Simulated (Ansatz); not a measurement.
Rock-salt HfC, treated with BLYP in Ansatz (PAW).

Settings: plane-wave cutoff 520 eV, 24×24×24 k mesh, Fermi–Dirac smearing 0.064 eV (set by the program), scalar-relativistic PAW data made under PBE.

Computed at the level's own relaxed cell.

```
HfC
1.0
    0.00000     2.34991     2.34991
    2.34991     0.00000     2.34991
    2.34991     2.34991     0.00000
Hf C
1 1
Direct
  0.00000   0.00000   0.00000
  0.50000   0.50000   0.50000
```

### Question
Give the elastic tensor (Voigt notation, GPa, ions relaxed, in the Cartesian axes of the cell as printed).

### Answer

```
  448.4   104.8   104.8     0.0     0.0     0.0
  104.8   448.4   104.8     0.0     0.0     0.0
  104.8   104.8   448.4     0.0     0.0     0.0
    0.0     0.0     0.0   168.4     0.0     0.0
    0.0     0.0     0.0     0.0   168.4     0.0
    0.0     0.0     0.0     0.0     0.0   168.4
```

Measured, for comparison: elastic constant C11 500 GPa, elastic constant C44 180 GPa (temperature not stated, not corrected to a static lattice; as tabulated in Wu et al. (2005), arXiv:cond-mat/0412374). Computed (rounded) less measured: elastic constant C11 -10 %, elastic constant C44 -7 %.

Spin–orbit coupling is not included.

Ansatz is a program for electronic structure.
